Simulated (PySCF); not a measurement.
Homolysis of single bonds, series C Br-H. All species are isolated molecules in the gas phase. Strings in code marks are SMILES.

Method: PBE-D3(BJ)/def2-TZVP // B3LYP-D3(BJ)/def2-TZVP (PySCF 2.14.0). 

| species | dipole moment (D) |
|---|---|
| whole molecule (`BrC(Br)(Br)Br`) | 0.00 |
| radical fragment (`Br[C](Br)Br`) | 0.23 |
| whole molecule (`BrC(Br)Br`) | 0.86 |
| radical fragment (`Br[CH]Br`) | 0.70 |
| whole molecule (`BrCBr`) | 1.46 |
| radical fragment (`[CH2]Br`) | 0.86 |
| whole molecule (`C`) | 0.00 |
